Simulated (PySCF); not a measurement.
Molecule: CH2Cl2, SMILES ClCCl. Atoms near the plane z = 0.0 Å, at the CAM-B3LYP/def2-SVP optimised geometry (x, y, z in Å): Cl1 (1.2, -0.6, 0.0), C2 (-0.5, -0.6, 0.0), Cl3 (-1.2, 1.1, 0.0), H4 (-0.9, -1.1, -0.9), H5 (-0.9, -1.1, 0.9).

Method: CAM-B3LYP/def2-TZVP (PySCF 2.14.0). Cells within 0.4 Å of a nucleus heavier than hydrogen are left out (blank, or x). The values are rescaled to run from 0 to 1.

```
|1111111111000000000000001|
|1111111111000000000000001|
|1111122211000000000000000|
|1111233432100000000000000|
|1112357986310000000000000|
|1112499999930000000000000|
|1113799999982000000000000|
|00139999x9995100000000000|
|0013999xxx997210000000000|
|0002999xx9999432211000001|
|0002799999999779985321111|
|1011499999999999999942111|
|1111379999999999999994211|
|1112359999xx9999xx9996321|
|112235999xxx999xxx9996321|
|2223358999x99999xx9996321|
|2223346999999999999984211|
|2223345799999999999842111|
|2223344578997667764321111|
|2223334455554432211111111|
|2222333344443221100000111|
|2222233333332211100000111|
|2222223333322211110011111|
|2222222222222211111111111|
|2222222222222211111111111|
```
Scale: ten equal steps from 0.000 (start of '0') to 1.00 (end of '9'), in the order '0123456789'; x runs from -3.50 to 3.50, y from -3.50 (bottom) to 3.50 (top).

Q: Which quantity is mapped?
A) deformation density (molecule minus spherical neutral atoms)
B) electrostatic potential
C) log10 of the electron density
D) electron localisation function

A: B, electrostatic potential. In full: electrostatic potential (hartree/e), clipped to [-0.08, 0.12].
